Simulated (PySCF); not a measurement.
Isomers of C4H9NO, one GFN2-xTB conformer each. Single-point energies are computed at PBE0/def2-SVPD (PySCF, gas phase, no added dispersion term), electronic only.

Question: Rank them by PBE0/def2-SVPD energy, lowest first (kJ/mol).
A. `[CH3:1][CH2:2][CH2:3][NH:4][CH:5]=[O:6]` with C1–C2–C3–N4 -63°, C2–C3–N4–C5 116°, C3–N4–C5–O6 3°
B. `[H]/[N:6]=[CH:5]\[CH2:4][CH2:3][O:2][CH3:1]` with C1–O2–C3–C4 176°, O2–C3–C4–C5 -67°, C3–C4–C5–N6 -128°

Answer: A (0.0), B (154.6).

As drawn, the lower has a C=O bond and a C(=O)–N unit, which the higher lacks; the higher has a C=N bond, which the lower lacks. GFN2-xTB itself gives, in the same order: 0.0, 130.3. Both levels put the same isomer lowest.

Q: Which frontier levels, dipoles and rotational constants go with these structures?

A: 
```json
{"SMILES": "CCCNC=O", "HOMO (eV, PBE0/def2-SVPD)": "-7.51", "LUMO (eV)": "0.43", "dipole (D)": "3.99", "A, B, C (MHz)": "6376, 2223, 1961"}
{"SMILES": "[H]/N=C\\CCOC", "HOMO (eV, PBE0/def2-SVPD)": "-7.18", "LUMO (eV)": "-0.05", "dipole (D)": "3.20", "A, B, C (MHz)": "10200, 1631, 1516"}
```
